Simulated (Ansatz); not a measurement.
A nudged elastic band was laid between two geometries of BH3N (5 atoms, charge 0, multiplicity 2).

Computed with UKS PBE0-D4/def2-TZVP (Ansatz 0.2.0).

* movable images: 9
* climbing image: yes
* spring: 5.0 eV/Å²
* optimiser: quadratic models (default)
* start path: through a guess of the saddle point
* force threshold: 0.03 eV/Å
* iteration limit: 60
* end points: relaxed

Initial state:

```xyz
5
Properties=species:S:1:pos:R:3
B -0.310 -0.371 -0.092
N 0.522 0.663 -0.021
H -0.363 -1.138 0.843
H -1.002 -0.554 -1.059
H 1.202 1.327 0.288
```

Final state:

```xyz
5
Properties=species:S:1:pos:R:3
B -0.412 -0.788 0.287
N 0.048 0.317 -0.386
H -0.054 -1.131 1.375
H -0.276 0.577 -1.303
H 0.743 0.951 -0.015
```

Problem. Which bonds break or form, and what moves?

Solution. Bonds broken: B1–H4. Bonds formed: N2–H4.

Problem. Give the energies along the band, and the barrier.

Solution. The forces met the threshold. The highest image is number 5 of 0 to 10, 149.2 kJ/mol above the first end and 190.4 kJ/mol above the last; the last end lies 41.2 kJ/mol below the first. A vibrational analysis at the climbing image gives one clearly imaginary mode, 1782i cm⁻¹: a first-order saddle point.

```tsv
image	path coordinate (Å)	energy (kJ/mol)	B1–H4 (Å)	N2–H4 (Å)
0	0.00	0.0	1.20	2.21
1	0.30	0.4	1.21	2.20
2	0.60	0.3	1.21	2.17
3	0.90	20.6	1.22	1.93
4	1.20	90.9	1.26	1.62
5	1.50	149.2	1.35	1.28
6	1.73	103.8	1.50	1.09
7	1.96	36.4	1.70	1.02
8	2.20	-10.1	1.88	1.00
9	2.43	-34.0	2.02	1.00
10	2.66	-41.2	2.10	1.01
```

Problem. What is the geometry of the highest image?

Solution. 
```xyz
5
Properties=species:S:1:pos:R:3
B -0.249 -0.599 0.150
N 0.416 0.475 -0.268
H -0.425 -1.359 1.052
H -0.583 0.079 -0.974
H 0.890 1.330 -0.001
```

Problem. What are the harmonic wavenumbers there?

Solution. 1782i, 205, 664, 741, 853, 1539, 2139, 2651, 3497 cm⁻¹.

Time of the run: 110 s on 2 threads of AMD EPYC 7R13 Processor (Zen 3), on a shared host, peak memory 0.16 GiB.
